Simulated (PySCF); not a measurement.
Species: 3-butynoic acid, C4H4O2.
Geometry (GFN2-xTB, Å), atoms numbered from 1 in this order:
```
atom  x, y, z in Å
C1     2.146   -0.680    0.512
C2     1.245    0.007    0.130
C3     0.126    0.808   -0.329
C4    -1.095   -0.088   -0.396
O5    -1.468   -0.685   -1.366
O6    -1.716   -0.154    0.787
H7     2.955   -1.261    0.842
H8     0.341    1.201   -1.325
H9    -0.056    1.621    0.376
H10   -2.470   -0.763    0.746
```

Method used: TDDFT B3LYP/def2-SVPD, vertical, gas phase, core orbitals frozen in the response (PySCF 2.14.0, density-fitted response routines).

Ground-to-excited transition dipoles (e·a0, same axes as the geometry; the sign carries no meaning), for the states with f of 0.002 or more among the lowest 7:

```json
{"state": "S1", "E (eV)": "5.627", "μx": "0.271", "μy": "-0.086", "μz": "0.070"}
{"state": "S3", "E (eV)": "6.551", "μx": "0.319", "μy": "-0.034", "μz": "0.097"}
{"state": "S5", "E (eV)": "6.876", "μx": "0.253", "μy": "0.058", "μz": "-0.163"}
{"state": "S6", "E (eV)": "7.172", "μx": "0.025", "μy": "-0.045", "μz": "-0.157"}
{"state": "S7", "E (eV)": "7.224", "μx": "0.159", "μy": "-0.121", "μz": "0.049"}
```

Work out the oscillator strengths.

f = (2/3) ΔE |μ|² with ΔE in hartree (27.2114 eV).

```tsv
state	|μ|² (au)	|μ| (D)	f
S1	0.086	0.74	0.012
S3	0.112	0.85	0.018
S5	0.094	0.78	0.016
S6	0.027	0.42	0.005
S7	0.043	0.52	0.008
```

What angle do the transition dipoles of S1 and S3 make?

|cos θ| = |μa·μb| / (|μa| |μb|) = 0.98, so θ ≈ 11° (taken between 0 and 90°, since the signs are arbitrary).

What peak molar absorption coefficient would the strongest computed level give as a lone Gaussian band 0.5 eV wide at half height?

ε(max) = 2.175×10⁸ f / FWHM, with the width in cm⁻¹. S3: 2.175×10⁸ × 0.0180 / 4033 ≈ 970 L mol⁻¹ cm⁻¹.

One conformer stands for the species.
